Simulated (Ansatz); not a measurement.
Below is the output of a Python script on Ansatz 0.2.0 through its Python package that makes a single point in a Gaussian basis of C4H5Cl, SMILES C=CC(=C)Cl. Write a script that gives it. Settings: r2SCAN, cc-pVDZ basis, multiplicity 1.

Output of `python energy.py`:
```text
E = -16747.909068 eV = -615.4743061 Ha
converged: True  doubts: none
<S^2> = 0.0  all-electron relativity setting: none
passes: {'evaluations': 17, 'products': 13}
occupied orbitals by irrep: [{'A': 23}, {'A': 23}]
largest force 1.4652 eV/A, rms 0.4207
dipole moment 1.498 D
Mulliken: [('C', 0.008), ('C', -0.017), ('C', -0.174), ('C', 0.082), ('Cl', -0.08), ('H', 0.046), ('H', 0.039), ('H', 0.013), ('H', 0.043), ('H', 0.041)]
```

The script that was run (others could print the same):

`energy.py`:
```python
from dataclasses import dataclass
import sys

import ansatz as az
import numpy as np
from rdkit import Chem
from rdkit.Chem import AllChem


@dataclass
class RunConfig:
    basis: str = 'cc-pVDZ'
    xc: str = 'r2scan'


opts = RunConfig()


def main() -> None:
    rd = Chem.AddHs(Chem.MolFromSmiles('C=CC(=C)Cl'))
    AllChem.EmbedMolecule(rd, randomSeed=838)
    AllChem.UFFOptimizeMolecule(rd)
    geometry = az.Crystal.molecule()
    for atom, xyz in zip(rd.GetAtoms(), rd.GetConformer().GetPositions()):
        geometry = geometry.atom(atom.GetSymbol(), xyz.round(5).tolist())

    setup = (
        geometry.calculation()
        .basis(gaussian=opts.basis)
        .functional(opts.xc)
        .forces()
    )
    try:
        rep = setup.run(threads=1, backend='cpu').report
    except az.AnsatzError as error:
        sys.exit(f'{type(error).__name__}: {error}')

    print(f'E = {rep["free_energy_ev"]:.6f} eV = {rep["free_energy_ev"] / 27.211386246:.7f} Ha')
    print('converged:', rep['converged'], ' doubts:', rep['published_state_doubts'] or 'none')

    field = rep['mean_field']
    print('<S^2> =', round(abs(field['state']['spin_squared']), 4), ' all-electron relativity setting:', field['relativity'])
    print('passes:', field['passes'])
    if 'symmetry' in field:
        print('occupied orbitals by irrep:', field['symmetry']['occupied'])

    symbols = [site.symbol for site in geometry.cartesian_sites]
    forces = np.array(rep['forces_ev_ang'])
    print('largest force', round(float(np.linalg.norm(forces, axis=1).max()), 4), 'eV/A, rms', round(float(np.sqrt((forces ** 2).mean())), 4))

    charges = rep['charge_distribution']
    print('dipole moment', round(4.803205 * float(np.linalg.norm(charges['dipole_moment_e_ang'])), 3), 'D')
    print('Mulliken:', [(s, round(q, 3)) for s, q in zip(symbols, charges['mulliken_charges_e'])])


if __name__ == '__main__':
    main()
```

Reading the output:
- Total energies depend on the basis set; only differences at equal settings carry meaning.
- The geometry is a force-field or estimated start, not a minimum of this method, and the basis set is short of its limit.
- Finished in 8 s on 1 thread of Arm Neoverse V1 (shared host), peak memory 0.27 GiB.
